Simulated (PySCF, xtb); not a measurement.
AlCl3, SMILES [Cl][Al]([Cl])[Cl].

Harmonic wavenumbers (cm⁻¹) from GFN2-xTB in xtb 6.7.1 at its own minimum, in rising order: 115, 115, 216, 385, 613, 613.

Q: What does PBE0-D3(BJ)/def2-SVP run with PySCF give at its own minimum? (An estimate is asked for; the answer gives what the named calculation found.)

A: 146, 146, 203, 387, 640, 640. Paired by order, the mean absolute difference is 22 cm⁻¹ and the zero-point energies are 2.9 and 3.1 kcal/mol.
